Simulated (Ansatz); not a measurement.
in.yaml

```yaml
crystal:
  periodic: [false, false, false]
  atoms:
    - {symbol: Si, position_ang: [0.000000, -0.082067, 0.052858]}
    - {symbol: H, position_ang: [0.000000, 1.611149, -2.804074]}
    - {symbol: H, position_ang: [0.000000, 0.675585, 1.331232]}
basis:
  gaussian: {orbitals: def2-SVP}
magnetization: {spin_polarized: false, initial_magnetization: 2}
correlation: {method: fic_mrcisd_q, electrons: outside_noble_gas, active_space: {window: {electrons: 2, orbitals: 7}}}
```

```sh
$ ansatz run in.yaml --threads 1 --pin off --events-out ev --progress --plain --max-ram 2393MiB
```

The program prints:

```
273 factors; integrals over basis functions are off by at most 1.1e-3 eV
mean field evaluation 1: about -7885.5631 eV, gradient 7.4e0 eV
mean field evaluation 2: about -7885.5638 eV, gradient 7.4e0 eV
mean field evaluation 4: about -7886.6253 eV, gradient 9.8e-1 eV
mean field evaluation 8: about -7886.6412 eV, gradient 6.6e-5 eV
mean field evaluation 16: about -7886.5637 eV, gradient 2.7e-4 eV
mean field evaluation 32: about -7886.6408 eV, gradient 9.9e-2 eV
mean field -7886.64122992 eV, -289.8287194421 hartree, gradient 1.9e-6 eV, S^2 2.000000; 7 other end points of the search recorded, 0 dependent functions left out
reference -7886.64122992 eV, -289.8287194421 hartree; 9, 7 occupied and 19, 21 virtual orbitals, 273 factors
state -7886.64284360 eV, -289.8287787437 hartree
contracted CI cycle   1: correlation 0.00000000 eV, 0.0000000000 hartree, residual 1.03e1 eV
contracted CI cycle   2: correlation -2.23763451 eV, -0.0822315513 hartree, residual 2.22e0 eV
contracted CI cycle   3: correlation -2.37438282 eV, -0.0872569591 hartree, residual 9.36e-1 eV
contracted CI cycle   4: correlation -2.39807484 eV, -0.0881276250 hartree, residual 4.61e-1 eV
contracted CI cycle   5: correlation -2.40312288 eV, -0.0883131371 hartree, residual 2.14e-1 eV
contracted CI cycle   6: correlation -2.40419930 eV, -0.0883526946 hartree, residual 1.02e-1 eV
contracted CI cycle   7: correlation -2.40446806 eV, -0.0883625714 hartree, residual 5.41e-2 eV
contracted CI cycle   8: correlation -2.40453945 eV, -0.0883651951 hartree, residual 2.61e-2 eV
contracted CI cycle   9: correlation -2.40455586 eV, -0.0883657980 hartree, residual 1.10e-2 eV
contracted CI cycle  10: correlation -2.40455877 eV, -0.0883659050 hartree, residual 5.36e-3 eV
contracted CI cycle  11: correlation -2.40455957 eV, -0.0883659341 hartree, residual 2.97e-3 eV
contracted CI cycle  12: correlation -2.40455988 eV, -0.0883659455 hartree, residual 1.91e-3 eV
contracted CI cycle  13: correlation -2.40455998 eV, -0.0883659493 hartree, residual 1.00e-3 eV
contracted CI cycle  14: correlation -2.40456000 eV, -0.0883659501 hartree, residual 3.78e-4 eV
state -7886.64284360 eV, -289.8287787437 hartree; corrected -7889.22294329 eV, -289.9235956584 hartree
WARN: 5 active orbitals are nearly empty or full. The corrections depend on them more than the energy does, and are more stable in an active space without them
Total energy: -7889.22294329 eV, -289.9235956584 hartree
```

The active space holds one configuration alone, so it describes no static correlation.

Natural occupations: 1.0000 1.0000 0.0000 0.0000 0.0000 0.0000 0.0000.

Ran on 1 thread of Arm Neoverse V2, shared host: 4.2 s wall, 0.21 GiB peak host memory.
